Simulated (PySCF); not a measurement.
**C4H3F (SMILES C#CC(=C)F) at 6 levels**

We compute a comparison of 6 runs (HF/6-31G**, HF/def2-SVP, B3LYP/6-31G*, PBE/pcseg-1, PBE/def2-SVPD) of C4H3F. Input form: a Python script.

Program for the calculation: PySCF 2.14.0.

## 1. The system as given

C4H3F: 8 atoms, total charge 0, spin state singlet. SMILES: `C#CC(=C)F`. The shape is that of a GFN2-xTB optimisation.

Bond lengths: C1–C2 1.201 Å, C2–C3 1.415 Å, C3–C4 1.326 Å, C3–F5 1.354 Å, C1–H6 1.049 Å, C4–H7 1.075 Å, C4–H8 1.073 Å. Angles: C1–C2–C3 178.0°, C2–C3–C4 125.6°, C2–C3–F5 114.2°, C4–C3–F5 120.2°, C2–C1–H6 178.7°, C3–C4–H7 120.9°, C3–C4–H8 120.6°, H7–C4–H8 118.5°.

## 2. Energy and forces at HF/6-31G(d,p) (spherical functions) (run 1)

Input file run.py:

```python
import pyscf.grad
from pyscf import gto

mol = gto.Mole()
mol.atom = '''
C     -0.433800     1.771530     1.095840
C     -0.022330     0.839620     0.460640
C      0.505670    -0.236610    -0.290850
C     -0.162190    -1.321190    -0.659800
F      1.806030    -0.088050    -0.636300
H     -0.813920     2.573940     1.655350
H      0.314680    -2.095080    -1.233440
H     -1.194150    -1.444160    -0.391430
'''
mol.verbose = 4
mol.basis = '6-31g**'
mol.max_memory = 1860
mol.spin = 0
mol.charge = 0
mol.build()

mf = mol.RHF()
mf.conv_tol = 1e-10
mf.kernel()
if not mf.converged:
    mf = mf.newton().run(mf.mo_coeff, mf.mo_occ)

e_tot = mf.e_tot
print('E = %.10f Eh' % e_tot)
grad = mf.Gradients().kernel()
mf.analyze()
```

On the command line:

```
$ OMP_NUM_THREADS=1 python run.py
```

What it wrote:

```text
PySCF version 2.14.0

[... 86 lines left out ...]
One-electron Energy =                 -626.090858817570165
[... 9 lines left out ...]
MO #5   energy= -11.2459640685227  occ= 2
[... 7 lines left out ...]
MO #13  energy= -0.687178758931666 occ= 2
[... 7 lines left out ...]
MO #21  energy= 0.260808762669379  occ= 0
[... 7 lines left out ...]
MO #29  energy= 0.692487342050903  occ= 0
[... 7 lines left out ...]
MO #37  energy= 0.946881658657422  occ= 0
[... 7 lines left out ...]
MO #45  energy= 1.34530105375139   occ= 0
[... 7 lines left out ...]
MO #53  energy= 1.75351379762314   occ= 0
[... 7 lines left out ...]
MO #61  energy= 2.22606808984982   occ= 0
[... 7 lines left out ...]
MO #69  energy= 2.55369477289062   occ= 0
[... 7 lines left out ...]
MO #77  energy= 3.11366656642329   occ= 0
[... 7 lines left out ...]
MO #85  energy= 4.4413147812319    occ= 0
[... 57 lines left out ...]
pop of  3 C 3dx2-y2       0.00228
pop of  4 F 1s            1.99999
pop of  4 F 2s            1.83514
pop of  4 F 3s            0.00267
pop of  4 F 2px           1.57508
pop of  4 F 2py           1.96104
pop of  4 F 2pz           1.92421
pop of  4 F 3px           0.00028
pop of  4 F 3py           0.00273
pop of  4 F 3pz           0.00174
pop of  4 F 3dxy          0.00165
pop of  4 F 3dyz          0.00013
pop of  4 F 3dz^2         0.00123
pop of  4 F 3dxz          0.00226
pop of  4 F 3dx2-y2       0.00363
pop of  5 H 1s            0.81246
pop of  5 H 2s            0.01331
pop of  5 H 2px           0.00025
pop of  5 H 2py           0.00090
pop of  5 H 2pz           0.00048
pop of  6 H 1s            0.85933
pop of  6 H 2s            0.00955
pop of  6 H 2px           0.00034
pop of  6 H 2py           0.00073
pop of  6 H 2pz           0.00046
pop of  7 H 1s            0.85929
pop of  7 H 2s            0.00913
pop of  7 H 2px           0.00127
pop of  7 H 2py           0.00011
pop of  7 H 2pz           0.00019
 ** Mulliken atomic charges  **
charge of    0C =     -0.15011
charge of    1C =     -0.05643
charge of    2C =      0.33172
charge of    3C =     -0.24560
charge of    4F =     -0.31177
charge of    5H =      0.17259
charge of    6H =      0.12958
charge of    7H =      0.13001
Dipole moment(X, Y, Z, Debye): -1.74544, -0.07802,  0.52995
```

Wall time 12 s (1 thread of Intel Xeon at 2.70GHz, shared host); peak memory 0.17 GiB.

## 3. Energy and forces at HF/def2-SVP (run 2)

Input file job.py:

```python
# C#CC(=C)F
from pyscf import gto

system = gto.M(
    atom='''
C     -0.819763     3.347707     2.070837
C     -0.042198     1.586652     0.870483
C      0.955578    -0.447128    -0.549627
C     -0.306495    -2.496687    -1.246841
F      3.412902    -0.166390    -1.202433
H     -1.538086     4.864042     3.128158
H      0.594659    -3.959127    -2.330864
H     -2.256616    -2.729067    -0.739695
''',
    basis='def2-svp',
    unit='bohr',
    max_memory=1860,
    verbose=4,
)

calc0 = system.RHF()
calc0.conv_tol = 1e-10
calc0.kernel()
if not calc0.converged:
    calc0 = calc0.newton().run(calc0.mo_coeff, calc0.mo_occ)

e_tot = calc0.e_tot
print('E(%s) = %.9f' % ('HF', e_tot))
grad = calc0.nuc_grad_method().kernel()
calc0.analyze()
```

On the command line:

```
$ OMP_NUM_THREADS=1 python job.py
```

What it wrote:

```text
PySCF version 2.14.0

[... 86 lines left out ...]
One-electron Energy =                 -625.540600257927622
[... 9 lines left out ...]
MO #5   energy= -11.2555244277704  occ= 2
[... 7 lines left out ...]
MO #13  energy= -0.695743983208473 occ= 2
[... 7 lines left out ...]
MO #21  energy= 0.203826882021536  occ= 0
[... 7 lines left out ...]
MO #29  energy= 0.517271621524319  occ= 0
[... 7 lines left out ...]
MO #37  energy= 0.835995669290867  occ= 0
[... 7 lines left out ...]
MO #45  energy= 1.20075793855425   occ= 0
[... 7 lines left out ...]
MO #53  energy= 1.71577853260442   occ= 0
[... 7 lines left out ...]
MO #61  energy= 2.0552522641729    occ= 0
[... 7 lines left out ...]
MO #69  energy= 2.51718038330457   occ= 0
[... 7 lines left out ...]
MO #77  energy= 3.22876095502516   occ= 0
[... 7 lines left out ...]
MO #85  energy= 4.32676106172595   occ= 0
[... 57 lines left out ...]
pop of  3 C 3dx2-y2       0.00212
pop of  4 F 1s            1.99998
pop of  4 F 2s            1.82580
pop of  4 F 3s            0.00338
pop of  4 F 2px           1.58639
pop of  4 F 2py           1.96258
pop of  4 F 2pz           1.92678
pop of  4 F 3px           0.00043
pop of  4 F 3py           0.00280
pop of  4 F 3pz           0.00185
pop of  4 F 3dxy          0.00082
pop of  4 F 3dyz          0.00007
pop of  4 F 3dz^2         0.00067
pop of  4 F 3dxz          0.00121
pop of  4 F 3dx2-y2       0.00205
pop of  5 H 1s            0.82265
pop of  5 H 2s            0.01422
pop of  5 H 2px           0.00039
pop of  5 H 2py           0.00148
pop of  5 H 2pz           0.00078
pop of  6 H 1s            0.86654
pop of  6 H 2s            0.01185
pop of  6 H 2px           0.00055
pop of  6 H 2py           0.00115
pop of  6 H 2pz           0.00072
pop of  7 H 1s            0.86624
pop of  7 H 2s            0.01117
pop of  7 H 2px           0.00198
pop of  7 H 2py           0.00017
pop of  7 H 2pz           0.00029
 ** Mulliken atomic charges  **
charge of    0C =     -0.13719
charge of    1C =     -0.05571
charge of    2C =      0.32778
charge of    3C =     -0.21989
charge of    4F =     -0.31480
charge of    5H =      0.16049
charge of    6H =      0.11919
charge of    7H =      0.12015
Dipole moment(X, Y, Z, Debye): -1.86662, -0.12062,  0.54580
```

Wall time 5.7 s (1 thread of Intel Xeon at 2.70GHz, shared host); peak memory 0.17 GiB.

Run 3 isn't shown in full; the table further down has it.

## 4. Energy and gradient at B3LYP/6-31G(d) (Cartesian functions) (run 4)

Input file job.py:

```python
import pyscf.grad
from pyscf import gto, dft

mol = gto.Mole()
mol.atom = '''
C     -0.819763     3.347707     2.070837
C     -0.042198     1.586652     0.870483
C      0.955578    -0.447128    -0.549627
C     -0.306495    -2.496687    -1.246841
F      3.412902    -0.166390    -1.202433
H     -1.538086     4.864042     3.128158
H      0.594659    -3.959127    -2.330864
H     -2.256616    -2.729067    -0.739695
'''
mol.cart = True
mol.basis = '6-31g*'
mol.max_memory = 1860
mol.verbose = 4
mol.charge = 0
mol.unit = 'bohr'
mol.build()

ks = dft.RKS(mol, xc='b3lyp')
ks.conv_tol = 1e-10
ks.grids.level = 5
ks.kernel()
if not ks.converged:
    ks = ks.newton().run(ks.mo_coeff, ks.mo_occ)

e_final = ks.e_tot
print(f'total energy: {e_final:.8f} hartree')
grad = ks.Gradients().kernel()
ks.analyze()
```

On the command line:

```
$ OMP_NUM_THREADS=1 python job.py
```

What it wrote:

```text
PySCF version 2.14.0

[... 79 lines left out ...]
converged SCF energy = -253.962770278044
[... 22 lines left out ...]
MO #1   energy= -24.7063001789147  occ= 2
[... 7 lines left out ...]
MO #9   energy= -0.642358584301803 occ= 2
[... 7 lines left out ...]
MO #17  energy= -0.296417610044746 occ= 2
[... 7 lines left out ...]
MO #25  energy= 0.229870347903896  occ= 0
[... 7 lines left out ...]
MO #33  energy= 0.565911444175869  occ= 0
[... 7 lines left out ...]
MO #41  energy= 0.921043063492453  occ= 0
[... 7 lines left out ...]
MO #49  energy= 1.31324158715474   occ= 0
[... 7 lines left out ...]
MO #57  energy= 1.79553499505193   occ= 0
[... 7 lines left out ...]
MO #65  energy= 2.13157934415749   occ= 0
[... 7 lines left out ...]
MO #73  energy= 2.83224211700991   occ= 0
[... 7 lines left out ...]
MO #81  energy= 5.11329652910935   occ= 0
[... 53 lines left out ...]
pop of  3  C 3px          0.00811
pop of  3  C 3py          0.00819
pop of  3  C 3pz          0.00372
pop of  3  C 3dxx         0.00097
pop of  3  C 3dxy         0.00165
pop of  3  C 3dxz         0.00120
pop of  3  C 3dyy         0.00067
pop of  3  C 3dyz         0.00140
pop of  3  C 3dzz         0.00095
pop of  4  F 1s           1.99997
pop of  4  F 2s           1.83814
pop of  4  F 3s           0.00416
pop of  4  F 2px          1.55596
pop of  4  F 2py          1.94622
pop of  4  F 2pz          1.89852
pop of  4  F 3px          0.00103
pop of  4  F 3py          0.00201
pop of  4  F 3pz          0.00122
pop of  4  F 3dxx         0.00211
pop of  4  F 3dxy         0.00163
pop of  4  F 3dxz         0.00212
pop of  4  F 3dyy         0.00092
pop of  4  F 3dyz         0.00013
pop of  4  F 3dzz         0.00085
pop of  5  H 1s           0.81893
pop of  5  H 2s           0.01263
pop of  6  H 1s           0.85853
pop of  6  H 2s           0.01002
pop of  7  H 1s           0.85690
pop of  7  H 2s           0.00956
 ** Mulliken atomic charges  **
charge of    0C =     -0.15084
charge of    1C =     -0.04482
charge of    2C =      0.27984
charge of    3C =     -0.26262
charge of    4F =     -0.25501
charge of    5H =      0.16845
charge of    6H =      0.13145
charge of    7H =      0.13354
Dipole moment(X, Y, Z, Debye): -1.36760,  0.01683,  0.45744
```

Wall time 25 s (1 thread of Intel Xeon at 2.70GHz, shared host); peak memory 0.82 GiB.

Run 5 isn't shown in full; the table further down has it.

## 5. Energy and forces at PBE/def2-SVPD (run 6)

Input file run.py:

```python
# C#CC(=C)F
import pyscf.grad
from pyscf import gto, dft

mol = gto.M(
    atom='''
C   -0.433800   1.771530   1.095840
C   -0.022330   0.839620   0.460640
C    0.505670  -0.236610  -0.290850
C   -0.162190  -1.321190  -0.659800
F    1.806030  -0.088050  -0.636300
H   -0.813920   2.573940   1.655350
H    0.314680  -2.095080  -1.233440
H   -1.194150  -1.444160  -0.391430
''',
    spin=0,
    basis='def2-svpd',
    verbose=4,
    max_memory=1860,
    charge=0,
)

mf = dft.RKS(mol, xc='pbe')
mf.grids.level = 5
mf.conv_tol = 1e-10
mf.kernel()
if not mf.converged:
    mf = mf.newton().run(mf.mo_coeff, mf.mo_occ)

e_tot = mf.e_tot
print('E(%s) = %.9f' % ('PBE', e_tot))
grad = mf.Gradients().kernel()
mf.analyze()
```

On the command line:

```
$ OMP_NUM_THREADS=1 python run.py
```

What it wrote:

```text
PySCF version 2.14.0

[... 96 lines left out ...]
Total Energy =                        -253.499023108466503
[... 13 lines left out ...]
MO #7   energy= -0.738782727175009 occ= 2
[... 11 lines left out ...]
MO #19  energy= -0.076467795062424 occ= 0
[... 11 lines left out ...]
MO #31  energy= 0.161610870743684  occ= 0
[... 11 lines left out ...]
MO #43  energy= 0.314488629350028  occ= 0
[... 11 lines left out ...]
MO #55  energy= 0.451689452328067  occ= 0
[... 11 lines left out ...]
MO #67  energy= 0.704339045539097  occ= 0
[... 11 lines left out ...]
MO #79  energy= 0.984925971649036  occ= 0
[... 11 lines left out ...]
MO #91  energy= 1.46301810320528   occ= 0
[... 11 lines left out ...]
MO #103 energy= 1.85905424385441   occ= 0
[... 11 lines left out ...]
MO #115 energy= 2.38525936444748   occ= 0
[... 11 lines left out ...]
MO #127 energy= 3.89345064591989   occ= 0
[... 99 lines left out ...]
pop of  4 F 3dx2-y2       0.00239
pop of  4 F 4dxy          0.00041
pop of  4 F 4dyz          0.00007
pop of  4 F 4dz^2         0.00042
pop of  4 F 4dxz          0.00051
pop of  4 F 4dx2-y2       0.00083
pop of  5 H 1s            0.81913
pop of  5 H 2s            0.00940
pop of  5 H 2px           0.00072
pop of  5 H 2py           0.00142
pop of  5 H 2pz           0.00114
pop of  5 H 3px           0.00019
pop of  5 H 3py           0.00062
pop of  5 H 3pz           0.00037
pop of  6 H 1s            0.85458
pop of  6 H 2s            0.00751
pop of  6 H 2px           0.00061
pop of  6 H 2py           0.00111
pop of  6 H 2pz           0.00101
pop of  6 H 3px           0.00101
pop of  6 H 3py           0.00069
pop of  6 H 3pz           0.00028
pop of  7 H 1s            0.84979
pop of  7 H 2s            0.00739
pop of  7 H 2px           0.00128
pop of  7 H 2py           0.00072
pop of  7 H 2pz           0.00090
pop of  7 H 3px           0.00028
pop of  7 H 3py           0.00101
pop of  7 H 3pz           0.00050
 ** Mulliken atomic charges  **
charge of    0C =     -0.15128
charge of    1C =     -0.03986
charge of    2C =      0.26517
charge of    3C =     -0.26831
charge of    4F =     -0.24407
charge of    5H =      0.16701
charge of    6H =      0.13320
charge of    7H =      0.13813
Dipole moment(X, Y, Z, Debye): -1.46874, -0.08063,  0.43678
```

Wall time 65 s (1 thread of Intel Xeon at 2.70GHz, shared host); peak memory 1.4 GiB.

## 6. The series

```csv
run,level,integration grid,Cartesian functions,energy (Eh),dipole moment (D),HOMO energy (eV),LUMO energy (eV),wall time
1,HF/6-31G** (spherical functions),–,no,-252.557718,1.83,-9.56,3.18,12 s
2,HF/def2-SVP,–,no,-252.360013,1.95,-9.80,2.83,5.7 s
3,B3LYP/6-31G* (spherical functions),5,no,-253.958490,1.44,-6.77,-0.78,31 s
4,B3LYP/6-31G* (Cartesian functions),5,yes,-253.962770,1.44,-6.78,-0.78,25 s
5,PBE/pcseg-1,5,no,-253.625720,1.49,-6.30,-2.00,42 s
6,PBE/def2-SVPD,5,no,-253.499023,1.53,-6.34,-2.08,65 s
```

## 7. Results

| quantity | value |
| --- | --- |
| run 6: total energy | -253.49902 Eh |
| run 6: dipole moment | 1.53 D |
| run 6: HOMO energy | -6.34 eV |
| run 6: LUMO energy | -2.08 eV |
| run 6: HOMO–LUMO gap | 4.26 eV |
| run 6: largest force on an atom | 1.944 eV/Å |

The dipole moment (its size) runs from 1.44 D (B3LYP/6-31G*) to 1.95 D (HF/def2-SVP). The two ends differ in method and basis. The HOMO–LUMO gap runs from 4.26 eV (PBE/def2-SVPD) to 12.74 eV (HF/6-31G**). Totals of different functionals can't be ranked against each other. All runs together took 3 min, the longest 65 s.
